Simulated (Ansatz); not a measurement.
Program: Ansatz 0.2.0.

A structure relaxed at PBE0-D4/def2-TZVP, charge 0, multiplicity 1:

Cartesian coordinates in Å:
```
O 1.849 1.657 0.915
C 1.024 0.855 0.755
N 0.177 0.002 0.708
C -0.617 -0.547 -0.326
F -0.343 0.030 -1.541
H -1.674 -0.378 -0.102
H -0.417 -1.618 -0.409
```

Give its formula and SMILES.

C2H2FNO, `O=C=NCF`.

Point group (tolerance 0.08 Å, 0.16 Å for H)?

Cs.

Summarise the bond lengths by kind.

1 × C–O 1.162 Å; 2 × C–N 1.203 to 1.414 Å; 1 × C–F 1.373 Å; 2 × C–H 1.093 Å.
